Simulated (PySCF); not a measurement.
A species of formula C5H12O has this rotational fingerprint, computed with PySCF, PBE0-D3(BJ)/def2-SVP geometry optimisation, gas phase:

```
Rotational constants : A = 15726, B = 1139, C = 1101 MHz
Dipole components    : |μa| = 1.17 D, |μb| = 0.35 D, |μc| = 1.13 D
Inertial defect      : -16.82 u·Å²
κ                    : -0.99
```

Problem. Which candidate fits, each taken in the one conformer that was computed?
A. `[CH3:1][CH2:2][CH2:3][CH2:4][CH2:5][OH:6]` with C1–C2–C3–C4 180°, C2–C3–C4–C5 -179°, C3–C4–C5–O6 -177°, C4–C5–O6–H -60°
B. `[CH3:1][CH2:2][C@H:3]([CH3:4])[O:5][CH3:6]` with C1–C2–C3–C4 -177°, C2–C3–O5–C6 -161°
C. `[CH3:1][O:2][CH2:3][CH:4]([CH3:5])[CH3:6]` with C1–O2–C3–C4 180°, O2–C3–C4–C5 58°
D. `[CH3:1][CH2:2][CH2:3][CH2:4][O:5][CH3:6]` with C1–C2–C3–C4 180°, C2–C3–C4–O5 180°, C3–C4–O5–C6 180° (n-BuOMe)
E. `COC(C)(C)C`
F. `[CH3:1][CH2:2][CH2:3][O:4][CH2:5][CH3:6]` with C1–C2–C3–O4 180°, C2–C3–O4–C5 180°, C3–O4–C5–C6 -179° (ethyl propyl ether)

Solution. A. It is CCCCCO, a near-prolate asymmetric top. The candidates at the same level (rigid rotor, commonest isotopes):

```json
{"SMILES": "COCC(C)C", "A (MHz)": "7062", "B (MHz)": "1909", "C (MHz)": "1620", "μa (D)": "0.26", "μb (D)": "0.88", "μc (D)": "0.50", "Δ (u·Å²)": "-24.32", "point group": "C1", "rotor": "asymmetric top"}
{"SMILES": "CC[C@H](C)OC", "A (MHz)": "4592", "B (MHz)": "2660", "C (MHz)": "1843", "μa (D)": "0.53", "μb (D)": "0.49", "μc (D)": "0.89", "Δ (u·Å²)": "-25.80", "point group": "C1", "rotor": "asymmetric top"}
{"SMILES": "COC(C)(C)C", "A (MHz)": "4407", "B (MHz)": "2753", "C (MHz)": "2751", "μa (D)": "0.06", "μb (D)": "1.14", "μc (D)": "0.39", "Δ (u·Å²)": "-114.57", "point group": "–", "rotor": "–"}
{"SMILES": "CCCOCC", "A (MHz)": "15855", "B (MHz)": "1277", "C (MHz)": "1228", "μa (D)": "0.06", "μb (D)": "0.97", "μc (D)": "0.00", "Δ (u·Å²)": "-15.88", "point group": "Cs", "rotor": "near-prolate asymmetric top"}
{"SMILES": "CCCCOC", "A (MHz)": "16619", "B (MHz)": "1215", "C (MHz)": "1174", "μa (D)": "0.06", "μb (D)": "1.10", "μc (D)": "0.00", "Δ (u·Å²)": "-15.86", "point group": "Cs", "rotor": "near-prolate asymmetric top"}
{"SMILES": "CCCCCO", "A (MHz)": "15726", "B (MHz)": "1139", "C (MHz)": "1101", "μa (D)": "1.17", "μb (D)": "0.35", "μc (D)": "1.13", "Δ (u·Å²)": "-16.82", "point group": "–", "rotor": "near-prolate asymmetric top"}
```

`COC(C)(C)C` has C 150 % too high; `CC[C@H](C)OC` has B 133 % too high; `CCCCOC` has B 7 % too high; `CCCOCC` has B 12 % too high; `COCC(C)C` has B 68 % too high. No structure here is proved a minimum.
